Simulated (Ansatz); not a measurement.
Run this with Ansatz's Python interface and show what comes out.

`ch3s.xyz`
```text
5

C    -0.12711    0.02928    0.06891
S     1.41750   -0.32645   -0.76926
H    -0.25065   -0.67119    0.89094
H    -0.94487   -0.07882   -0.63956
H    -0.09487    1.04719    0.44897
```

The script, `run_x2c.py`:
```python
'''Scalar relativity in CH3S.'''

import ansatz as az
import numpy as np

mol = az.Crystal.molecule_from_extxyz('ch3s.xyz')

calculation = mol.calculation().functional('pbe0').spin('collinear', total=1).forces()
# a set contracted for a scalar-relativistic Hamiltonian goes with the relativistic run
sets = {'none': 'cc-pVTZ', 'scalar': 'cc-pVTZ-DK'}
found = {kind: calculation.basis(gaussian=basis).pseudopotentials(relativity=kind).run(threads=1).report for kind, basis in sets.items()}
for kind, each in found.items():
    dipole = 4.803205 * np.linalg.norm(each['charge_distribution']['dipole_moment_e_ang'])
    print(f'{kind:7s} E = {each["free_energy_ev"]:.4f} eV  dipole {dipole:.3f} D  largest force component {np.abs(each["forces_ev_ang"]).max():.4f} eV/A')
print(f'relativity lowers the total energy by {found["none"]["free_energy_ev"] - found["scalar"]["free_energy_ev"]:.3f} eV')
```

Output of `python run_x2c.py`:
```text
none    E = -11915.8281 eV  dipole 1.725 D  largest force component 0.6083 eV/A
scalar  E = -11945.8748 eV  dipole 1.710 D  largest force component 0.6017 eV/A
relativity lowers the total energy by 30.047 eV
```

The total moves by -30.0 eV, nearly all in the cores, and the dipole from 1.73 to 1.71 D.

Total energies depend on the basis set; only differences at equal settings carry meaning. The geometry is a force-field or estimated start, not a minimum of this method. The basis set changes with the Hamiltonian (a set recontracted for scalar relativity), and most of the change in the total lies in the cores. The species is open-shell (spin multiplicity 2). Run time: 49 s on 1 thread of Arm Neoverse V2 (shared host), peak memory 0.3 GiB.
